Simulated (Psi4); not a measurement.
# SiH2O2 (SMILES O[Si]O): HF/3-21G

What is the vertical ionisation energy of SiH2O2 at HF/3-21G? 

The calculation is run with Psi4 1.11.

2 further runs of the same task are left out: 2 set aside as unsound or not needed.

**1. The molecule**

SiH2O2 has 5 atoms, charge 0, and is taken as a singlet. SMILES: `O[Si]O`. The shape is that of a PBE0-D4/def2-TZVP optimisation. This is one conformer, not always the lowest.

Bond lengths: O1–Si2 1.642 Å, Si2–O3 1.663 Å, O1–H4 0.964 Å, O3–H5 0.960 Å. Angles: O1–Si2–O3 99.4°, Si2–O1–H4 117.5°, Si2–O3–H5 116.1°.

**2. Energy and gradient at HF/3-21G**

h2o2si.xyz reads:

```xyz
5
H2O2Si
O     -1.443200    -0.105600    -0.275000
Si    -0.212000    -0.791300     0.567700
O      1.036000     0.187500     0.068600
H     -1.231900     0.648900    -0.836100
H      1.901100    -0.013100     0.433400
```

h2o2si.py reads:

```python
import psi4

psi4.set_memory(2200000000)
psi4.set_num_threads(1)
psi4.set_output_file('h2o2si.out', False)

with open('h2o2si.xyz') as f:
    atoms = ''.join(f.readlines()[2:])
mol = psi4.geometry('0 1\n' + atoms + 'symmetry c1\nno_reorient\nno_com')

options = {'basis': '3-21G', 'puream': True, 'e_convergence': 1e-09, 'd_convergence': 1e-08, 'scf_type': 'pk'}
psi4.set_options(options)

energy_value, wavefunction = psi4.gradient("scf", return_wfn=True)
psi4.oeprop(wavefunction, "MULLIKEN_CHARGES", "DIPOLE", "MAYER_INDICES", title="SCF")
print('gradient / Eh bohr^-1')
print(energy_value.np.round(6))
print(f'energy = {wavefunction.energy():.10f} Eh')
```

On the command line:

```console
$ python h2o2si.py
```

h2o2si.out:

```text
[...]
  Running in c1 symmetry.
[...]
  Nuclear repulsion =  103.646253627355790
[...]
  Multiplicity = 1
[...]
  Nalpha       = 16
  Nbeta        = 16
[...]
    Number of basis functions: 35
[...]
   @RHF iter   1:  -437.42130410811706   -8.79824e-01   1.44099e-02 ADIIS/DIIS
[...]
   @RHF iter  11:  -437.52253421503167   -7.95808e-13   3.46969e-09 DIIS
[...]
    Orbital Energies [Eh]
    ---------------------
    Doubly Occupied:
       1A    -68.344414     2A    -20.447383     3A    -20.445174
       4A     -6.141585     5A     -4.234217     6A     -4.234148
       7A     -4.232568     8A     -1.354820     9A     -1.319555
      10A     -0.744255    11A     -0.684750    12A     -0.564746
      13A     -0.533594    14A     -0.520230    15A     -0.483205
      16A     -0.352499
[...]
  @RHF Final Energy:  -437.52253421503167
   => Energetics <=
    Nuclear Repulsion Energy =            103.6462536273557902
    One-Electron Energy =                -813.0632880281184498
    Two-Electron Energy =                 271.8945001857309762
    Total Energy =                       -437.5225342150316692
[...]
  -Total Gradient:
     Atom            X                  Y                   Z
    ------   -----------------  -----------------  -----------------
       1        0.002444775288    -0.010137927203     0.008788866703
       2        0.002061219930     0.024592078757    -0.019414402973
       3       -0.004342720417    -0.003282589989     0.001643441673
       4        0.007498745060    -0.005580695584     0.006256213157
       5       -0.007662019863    -0.005590865987     0.002725881442
[...]
 Multipole Moments:
 ------------------------------------------------------------------------------------
     Multipole            Electronic (a.u.)      Nuclear  (a.u.)        Total (a.u.)
 ------------------------------------------------------------------------------------
 L = 1.  Multiply by 2.5417464519 to convert [e a0] to [Debye]
 Dipole X            :         11.3209073          -10.5000742            0.8208331
 Dipole Y            :         18.7031544          -18.4951275            0.2080268
 Dipole Z            :        -11.1143555           11.1378568            0.0235013
 Magnitude           :                                                    0.8471095
[...]
  Mulliken Charges: (a.u.)
   Center  Symbol    Alpha    Beta     Spin     Total
       1     O     4.44392  4.44392  0.00000 -0.88784
       2    SI     6.50943  6.50943  0.00000  0.98114
       3     O     4.45447  4.45447  0.00000 -0.90894
       4     H     0.29716  0.29716  0.00000  0.40567
       5     H     0.29501  0.29501  0.00000  0.40997
   Total alpha = 16.00000, Total beta = 16.00000, Total charge = -0.00000
  Mayer Bond Indices:
[...]
```

The script printed:

```text
gradient / Eh bohr^-1
[[ 0.002445 -0.010138  0.008789]
 [ 0.002061  0.024592 -0.019414]
 [-0.004343 -0.003283  0.001643]
 [ 0.007499 -0.005581  0.006256]
 [-0.007662 -0.005591  0.002726]]
energy = -437.5225342150 Eh
```

It took 3.6 s on 1 thread of Intel Xeon Platinum 8259CL at 2.50GHz (Skylake/Cascade Lake), shared host; peak memory 0.18 GiB.

**3. The doublet cation**

h2o2si.in reads:

```
memory 2200 mb

molecule {
  1 2
  O
  Si 1 R2
  O 2 R3 1 A3
  H 1 R4 2 A4 3 D4
  H 3 R5 2 A5 1 D5

  R2 = 1.642005
  R3 = 1.662725
  A3 = 99.37596
  R4 = 0.963717
  A4 = 117.47399
  D4 = 0.02945
  R5 = 0.960061
  A5 = 116.05777
  D5 = 179.99842
  symmetry c1
  no_reorient
  no_com
}

set basis 3-21G
set reference uhf
set puream true
set e_convergence 1e-09
set d_convergence 1e-08
set scf_type pk
set maxiter 100

result, w = gradient('scf', return_wfn=True)
print_variables()
```

On the command line:

```console
$ psi4 -n 1 h2o2si.in h2o2si.out
```

h2o2si.out:

```text
[...]
  Running in c1 symmetry.
[...]
  Nuclear repulsion =  103.646262034602145
[...]
  Multiplicity = 2
[...]
  Nalpha       = 16
  Nbeta        = 15
[...]
    Number of basis functions: 35
[...]
   @UHF iter   1:  -437.07449790107876   -5.33017e-01   1.40506e-02 ADIIS/DIIS
[...]
   @UHF iter  15:  -437.19786355423082   -9.66338e-13   9.38386e-09 DIIS
[...]
   @S^2 Observed:                7.629629822E-01
[...]
    Orbital Energies [Eh]
    ---------------------
    Alpha Occupied:
       1A    -68.705402     2A    -20.749258     3A    -20.707151
       4A     -6.498616     5A     -4.596278     6A     -4.589910
       7A     -4.588273     8A     -1.637927     9A     -1.580775
      10A     -1.024415    11A     -0.952701    12A     -0.863005
      13A     -0.803133    14A     -0.765557    15A     -0.731034
      16A     -0.714066
    Alpha Virtual:
      17A     -0.195522    18A     -0.091637    19A      0.000536
      20A      0.087886    21A      0.132966    22A      0.175642
      23A      0.227406    24A      0.342629    25A      0.370097
[...]
  @UHF Final Energy:  -437.19786355423082
   => Energetics <=
    Nuclear Repulsion Energy =            103.6462620346021453
    One-Electron Energy =                -803.6345912289777971
    Two-Electron Energy =                 262.7904656401448165
    Total Energy =                       -437.1978635542308211
  UHF NO Occupations:
  HONO-2 :   14  A 1.9988203
  HONO-1 :   15  A 1.9949882
[...]
 Multipole Moments:
 ------------------------------------------------------------------------------------
     Multipole            Electronic (a.u.)      Nuclear  (a.u.)        Total (a.u.)
 ------------------------------------------------------------------------------------
 L = 1.  Multiply by 2.5417464519 to convert [e a0] to [Debye]
 Dipole X            :         -0.0000153           -0.0003768           -0.0003921
 Dipole Y            :          2.0145815           -1.7127974            0.3017841
 Dipole Z            :          1.7734628           -0.1443402            1.6291227
 Magnitude           :                                                    1.6568387
[...]
  -Total Gradient:
     Atom            X                  Y                   Z
    ------   -----------------  -----------------  -----------------
       1        0.000008188218    -0.020816896559    -0.030208803885
       2       -0.000008265910     0.020662002472     0.047520312377
       3        0.000003299482    -0.033226123823    -0.022935806837
       4       -0.000002811340     0.006510344970     0.015773984439
       5       -0.000000410450     0.026870672941    -0.010149686095
[...]
```

Run time: 2.4 s. Hardware: 1 thread of Intel Xeon Platinum 8259CL at 2.50GHz (Skylake/Cascade Lake), shared host; peak memory 0.18 GiB.

**4. Results**

At HF/3-21G:

| quantity | value |
| --- | --- |
| singlet SiH2O2: total energy | -437.52253 Eh |
| singlet SiH2O2: dipole moment | 2.15 D |
| singlet SiH2O2: HOMO energy | -9.59 eV |
| singlet SiH2O2: LUMO energy | 2.35 eV |
| singlet SiH2O2: HOMO–LUMO gap | 11.94 eV |
| singlet SiH2O2: largest force on an atom | 1.615 eV/Å |
| doublet cation: total energy | -437.19786 Eh |
| doublet cation: HOMO energy (highest over α and β) | -19.43 eV |
| doublet cation: LUMO energy (lowest over α and β) | -8.11 eV |
| doublet cation: ⟨S²⟩ | 0.763 |
| doublet cation: largest force on an atom | 2.665 eV/Å |
| vertical ionisation energy (to the doublet cation) | 8.835 eV |

What this shows: Removing an electron at fixed nuclei costs 8.83 eV (852 kJ/mol). The largest force (singlet SiH2O2) is 1.61 eV/Å: the shape isn't a stationary point for this species at this level. The negative HOMO energy of the first species, 9.59 eV, lies 0.76 eV above that difference. Mulliken charges (singlet SiH2O2) run from -0.91 on O3 to +0.98 on Si2.
